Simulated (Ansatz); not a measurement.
Li2: state-averaged CASSCF

Calculated in Ansatz's Gaussian-basis code. State-averaged CASSCF with equal weights; occupations are averaged over the states; levels count from the state that is lowest in CASSCF. No symmetry is imposed, so a solution can break that of the shape. The lowest solution met needn't be the lowest there is, nor hold the orbitals that a chemist would pick. The average may hold one member of a degenerate pair alone.

Geometry: bond length 2.7871 Å.

Basis cc-pVDZ, nonrelativistic, 2 orbitals frozen in the corrections; active space CAS(2,2). Averaged: 2 singlets.

CASSCF levels: singlet 0.00, singlet 1.79 eV.

(1) How does SC-NEVPT2 move them?

Geometry: bond length 4.1807 Å. A bond is stretched, to 1.63 times the sum of the covalent radii.

Basis cc-pVDZ, nonrelativistic, 2 orbitals frozen in the corrections; active space CAS(2,2). Averaged: 2 singlets.

CASSCF levels: singlet 0.00, singlet 1.59 eV.

(2) How does SC-NEVPT2 move them?

Answers

(1) singlet 0.00, singlet 1.82 eV, in the same order of listing. The lowest state stays.

(2) singlet 0.00, singlet 1.51 eV, in the same order of listing. The lowest state stays.
